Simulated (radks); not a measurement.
# S²⁺ in [Ne] 3s2 3p2: an all-electron calculation

What are the levels of the sulfur ion S2+, how large are its shells, and how does its energy divide?

The numbers are computed with radks (a radial shooting solver on a logarithmic mesh, Libxc functionals) version 1 (scalar-relativistic Kohn-Sham, SOGGA, spin-polarised, spherical densities, point nucleus; open shells are filled with parallel spins first), except any that are marked as measured or tabulated.

**1. The system**

| Item | Value |
| --- | --- |
| element | sulfur (Z = 16) |
| charge | +2 |
| electrons | 14 |
| configuration | [Ne] 3s2 3p2 |

Outer shells as boxes (Hund's rule):

S²⁺
```
[Ne] core
3s [↑↓]
3p [↑ ][↑ ][  ]
```

**2. Self-consistent calculation**

The run's settings:

```text
Z 16
configuration [Ne] 3s2 3p2
relativity scalar-relativistic
functional sogga,pbe
spin polarised
nucleus point
c 137.035999084
```

**Question.** What will this run give?

**Answer**, as computed:

```
                        quantity                   value
                    total energy      -397.10213 hartree
exchange-correlation share of it                  6.06 %
                            −T/E                  1.0039
          highest occupied level       3p up, -28.876 eV
    most extended occupied level  3p up, <r> = 1.75 bohr
 radius at density 0.001 e/bohr³               3.38 bohr
    maxima of the radial density                       3
         ionisation energy, NIST    34.86 (semi-emp.) eV
```

**Reading.** The radial density shows 3 maxima for 3 occupied principal shells. Relativity lifts −T/E to 1.004. The top level binds by 28.876 eV, 83 % of the NIST ionisation energy of 34.86 eV; the potential of a semilocal functional falls off too fast, so its top eigenvalue is too shallow. Open shells are spherical and high-spin; term and fine-structure splittings are not resolved.
